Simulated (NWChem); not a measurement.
# hydrogen isocyanide (CHN); SMILES [C-]#[NH+]

```xyz
3

C      0.0000     0.0000     0.7364
N      0.0000     0.0000    -0.4270
H      0.0000     0.0000    -1.4242
```
Atoms are numbered in this order, from 1.

The geometry was optimised at PBE0-D3(BJ)/def2-TZVP.

Question: Give the principal values of the shielding tensors (ppm) of C1, N2 from PBE/6-31G* (spherical d), GIAO (NWChem), with their diamagnetic and paramagnetic parts as GIAO splits them.

Answer: 
```csv
atom,σ11,σ22,σ33,isotropic,diamagnetic,paramagnetic
C1,-77.0,-77.0,274.8,40.3,263.9,-223.6
N2,9.7,9.7,345.7,121.7,326.0,-204.3
```
